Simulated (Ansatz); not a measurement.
Species: CH3S, SMILES `C[S]` (charge 0, multiplicity 2).

Problem. Give a relaxed geometry from PBE-D3(BJ)/def2-TZVP run with Ansatz (an electronic-structure program).

Solution. the end point of this relaxation (outside a Z-matrix the atoms follow the SMILES, hydrogens last).
Bonds (Å): C1–S2 1.792, C1–H3 1.098, C1–H4 1.105, C1–H5 1.098. Angles (°): S2–C1–H3 112.1, S2–C1–H4 106.2, S2–C1–H5 112.1, H3–C1–H4 107.5, H3–C1–H5 111.1, H4–C1–H5 107.5.
